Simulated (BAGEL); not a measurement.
# HF/STO-3G (density fitting with qzvpp-jkfit) run of C3H3FO (SMILES F/C=C1\CO1)

What is the vertical singlet–triplet gap of C3H3FO at HF/STO-3G (density fitting with qzvpp-jkfit)? 

Program for the calculation: BAGEL 1.2.2.

3 further runs of the same task are left out: 2 that didn't finish, 1 set aside as unsound or not needed.

## Step 1: The system as given

The species is C3H3FO (8 atoms), meant as a singlet with charge 0. SMILES: `F/C=C1\CO1`. The shape is that of a GFN2-xTB optimisation.

Bond lengths: F1–C2 1.349 Å, C2–C3 1.307 Å, C3–C4 1.438 Å, C3–O5 1.343 Å, C4–O5 1.431 Å, C2–H6 1.077 Å, C4–H7 1.083 Å, C4–H8 1.083 Å. Some angles: F1–C2–C3 120.5°, C2–C3–C4 156.6°, C2–C3–O5 141.5°, C4–C3–O5 61.9°, C3–C4–O5 55.8°, C3–O5–C4 62.3°, F1–C2–H6 113.5°, C3–C2–H6 126.0°, C3–C4–H7 119.7°, C3–C4–H8 119.7°.

## Step 2: A single-point energy at HF/STO-3G (density fitting with qzvpp-jkfit)

Contents of input.json:

```json
{ "bagel" : [

{
  "title" : "molecule",
  "basis" : "sto-3g",
  "df_basis" : "qzvpp-jkfit",
  "angstrom" : true,
  "geometry" : [
    { "atom" : "F", "xyz" : [   -0.528810,    0.703620,    2.084190 ] },
    { "atom" : "C", "xyz" : [   -0.204900,    1.107630,    0.838230 ] },
    { "atom" : "C", "xyz" : [    0.028820,    0.231420,   -0.103600 ] },
    { "atom" : "C", "xyz" : [    0.165950,   -1.076450,   -0.685450 ] },
    { "atom" : "O", "xyz" : [    0.361730,    0.147350,   -1.401700 ] },
    { "atom" : "H", "xyz" : [   -0.167420,    2.178800,    0.730700 ] },
    { "atom" : "H", "xyz" : [    1.063180,   -1.654640,   -0.502120 ] },
    { "atom" : "H", "xyz" : [   -0.718550,   -1.637730,   -0.960260 ] }
  ]
},
{ "title" : "hf" },
{ "title" : "print", "file" : "orbitals.molden", "orbitals" : true }

]}
```

On the command line:

```sh
BAGEL_NUM_THREADS=1 BAGEL input.json > input.out
```

Log:

```text
* using 1 threads per process

  ===============================================================
  ===============================================================

  *** Geometry ***

  { "atom" : "F", "xyz" : [     -0.999306,      1.329649,      3.938548 ] },
  { "atom" : "C", "xyz" : [     -0.387205,      2.093117,      1.584025 ] },
  { "atom" : "C", "xyz" : [      0.054462,      0.437320,     -0.195776 ] },
  { "atom" : "C", "xyz" : [      0.313600,     -2.034196,     -1.295313 ] },
  { "atom" : "O", "xyz" : [      0.683571,      0.278451,     -2.648829 ] },
  { "atom" : "H", "xyz" : [     -0.316378,      4.117335,      1.380823 ] },
  { "atom" : "H", "xyz" : [      2.009119,     -3.126816,     -0.948869 ] },
  { "atom" : "H", "xyz" : [     -1.357863,     -3.094861,     -1.814628 ] },

  Number of auxiliary basis functions:      433

  Since a DF basis is specified, we compute 2- and 3-index integrals:
    o Being stored without compression. Storage requirement is 0.003 GB

  Number of basis functions:       28
  Number of electrons      :       38

    * METHOD: MOLECULE                             0.22

  *** RHF ***

  === Nuclear Repulsion ===
   160.9916967920

      * DIIS with orbital gradients will be used.

  === RHF iteration (sto-3g) ===
      0       -285.62750129          0.01942798           0.02
      1       -285.71463034          0.00755598           0.02
      2       -285.72596762          0.00160204           0.02
      3       -285.72698843          0.00038433           0.02
      4       -285.72706393          0.00011714           0.02
      5       -285.72707020          0.00003300           0.02
      6       -285.72707056          0.00000944           0.02
      7       -285.72707059          0.00000282           0.02
      8       -285.72707060          0.00000070           0.02
      9       -285.72707060          0.00000017           0.02
     10       -285.72707060          0.00000005           0.02
     11       -285.72707060          0.00000001           0.02
     12       -285.72707060          0.00000000           0.02
    * SCF iteration converged.

    * Permanent dipole moment:
           (   -0.004639,     0.249232,     0.027805) a.u.

    * METHOD: HF                                   0.38

    * METHOD: PRINT                                0.00

  ===============================================================
```

It took 0.77 s on 1 thread of Arm Neoverse N1, shared host; peak memory 0.082 GiB.

## Step 3: The triplet

Changes to input.json since step 2:

```diff
@@ -6,3 +6,3 @@
   "df_basis" : "qzvpp-jkfit",
-  "angstrom" : true,
+  "angstrom" : "true",
   "geometry" : [
@@ -18,4 +18,11 @@
 },
-{ "title" : "hf" },
-{ "title" : "print", "file" : "orbitals.molden", "orbitals" : true }
+{
+  "title" : "uhf",
+  "nopen" : 2
+},
+{
+  "title" : "print",
+  "file" : "orbitals.molden",
+  "orbitals" : "true"
+}
```

On the command line:

```sh
BAGEL_NUM_THREADS=1 BAGEL input.json > input.out
```

Log:

```text
* using 1 threads per process

  ===============================================================
  ===============================================================

  *** Geometry ***

  { "atom" : "F", "xyz" : [     -0.999306,      1.329649,      3.938548 ] },
  { "atom" : "C", "xyz" : [     -0.387205,      2.093117,      1.584025 ] },
  { "atom" : "C", "xyz" : [      0.054462,      0.437320,     -0.195776 ] },
  { "atom" : "C", "xyz" : [      0.313600,     -2.034196,     -1.295313 ] },
  { "atom" : "O", "xyz" : [      0.683571,      0.278451,     -2.648829 ] },
  { "atom" : "H", "xyz" : [     -0.316378,      4.117335,      1.380823 ] },
  { "atom" : "H", "xyz" : [      2.009119,     -3.126816,     -0.948869 ] },
  { "atom" : "H", "xyz" : [     -1.357863,     -3.094861,     -1.814628 ] },

  Number of auxiliary basis functions:      433

  Since a DF basis is specified, we compute 2- and 3-index integrals:
    o Being stored without compression. Storage requirement is 0.003 GB

  Number of basis functions:       28
  Number of electrons      :       38

    * METHOD: MOLECULE                             0.21

  *** Open-shell HF ***

  === Nuclear Repulsion ===
   160.9916967920

      * DIIS with orbital gradients will be used.

  === UHF iteration (sto-3g) ===
      0       -285.49452670          0.03333996           0.04
      1       -285.57022585          0.01252686           0.04
      2       -285.57992516          0.00596807           0.04
      3       -285.58228256          0.00190137           0.04
      4       -285.58362792          0.00109549           0.04
      5       -285.58415638          0.00043853           0.04
      6       -285.58426604          0.00013085           0.04
      7       -285.58427384          0.00007655           0.04
      8       -285.58427888          0.00002220           0.04
      9       -285.58427924          0.00000739           0.04
     10       -285.58427938          0.00000205           0.04
     11       -285.58427942          0.00000082           0.04
     12       -285.58427944          0.00000032           0.04
     13       -285.58427946          0.00000018           0.04
     14       -285.58427946          0.00000014           0.04
     15       -285.58427946          0.00000009           0.04
     16       -285.58427946          0.00000003           0.04
     17       -285.58427946          0.00000002           0.04
     18       -285.58427946          0.00000001           0.04
    * SCF iteration converged.

    * S^2 (UHF) is 2.0240

    * Permanent dipole moment:
           (    0.018813,     0.138111,    -0.067751) a.u.

    * METHOD: UHF                                  0.88

    * METHOD: PRINT                                0.00

  ===============================================================
```

Run time: 1.3 s. Hardware: 1 thread of Arm Neoverse N1, shared host; peak memory 0.082 GiB.

## Step 4: What came out

At HF/STO-3G (density fitting with qzvpp-jkfit):

| quantity | value |
| --- | --- |
| singlet: total energy | -285.72707 Eh |
| singlet: dipole moment | 0.64 D |
| singlet: HOMO energy | -7.56 eV |
| singlet: LUMO energy | 8.66 eV |
| singlet: HOMO–LUMO gap | 16.22 eV |
| triplet: total energy | -285.58428 Eh |
| triplet: dipole moment | 0.39 D |
| triplet: ⟨S²⟩ | 2.024 |
| vertical energy of the triplet above the singlet | 3.886 eV |

What this shows: At this shape the triplet lies 3.89 eV (375 kJ/mol) above the singlet. In a minimal basis such a difference can be off by several eV, whatever the method.
